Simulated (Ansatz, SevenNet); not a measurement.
Zinc-blende HgS (metastable phase): properties by level of theory

Reference values: lattice constant a 5.841 Å (measured, 295 K, not corrected to a static lattice; as tabulated in Cardona et al. (2009), arXiv:0908.2634).

```
level (code)            lattice parameter a (Å)  bulk modulus B0 (GPa)
----------------------  -----------------------  ---------------------
SevenNet-l3i5                             6.006                   49.4
RPBE (Ansatz)                             6.077                   43.0
PBE-D4 (Ansatz)                           5.915                   56.7
PBEsol-D3(BJ) (Ansatz)                    5.818                   65.9
HSE06 (Ansatz)                            5.923                   59.4
```

Machine-learned potentials (SevenNet-l3i5) are trained on DFT data: a solid inside that data is no test of them.

Caveats: the cell is over a tenth larger than the published one: the level's own overestimate first of all, though another phase or state, or a fault of the published cell, is possible (RPBE). Ansatz's density-functional and Hartree–Fock values are scalar-relativistic unless marked +SOC, with PAW data made under PBE.

Computed values are for the static lattice.

Ansatz is a program for electronic structure.
